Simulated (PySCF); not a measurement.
# CH2S (methanethial): PBE/STO-3G

Aim: a single-point energy of CH2S (methanethial). 

The results are computed with PySCF 2.14.0.

15 further runs of the same task are left out: 7 that didn't finish, 8 set aside as unsound or not needed.

## Step 1: Starting point

CH2S has 4 atoms, charge 0, and is taken as a singlet. SMILES: `C=S`. The C1–S2 distance was set to 2.879 Å, away from the relaxed value. At this shape a bond of the SMILES string is far longer than usual.

Bond lengths: C1–H3 1.090 Å, C1–H4 1.090 Å. Angles: H3–C1–H4 115.6°. A long bond or contact: C1–S2 2.879 Å.

## Step 2: The energy at PBE/STO-3G

Input file job.py:

```python
from pyscf import gto, dft

mol = gto.Mole()
mol.atom = '''
C   -1.219691  -0.425604  -0.510029
S    1.308390   0.456540   0.547110
H   -2.095651  -0.569354   0.123241
H   -1.363811  -0.637774  -1.569839
'''
mol.basis = 'sto-3g'
mol.verbose = 3
mol.max_memory = 1860
mol.charge = 0
mol.build()

mf = dft.RKS(mol)
mf.xc = 'pbe'
mf.conv_tol = 1e-10
mf.grids.level = 5
mf.kernel()
if not mf.converged:
    mf = mf.newton().run(mf.mo_coeff, mf.mo_occ)

e_final = mf.e_tot
print('Final energy', e_final)
```

Started as:

```sh
$ OMP_NUM_THREADS=1 python job.py
```

What values should one expect? Wanted: total energy; dipole moment.

**Answer.** As computed:

At PBE/STO-3G:

```
     quantity          value
 total energy  -431.96940 Eh
dipole moment         4.19 D
```

**Reading.** One bond is far stretched, which a spin-restricted single reference describes badly; a broken-symmetry solution may lie lower. The run may have ended on a state above the lowest.
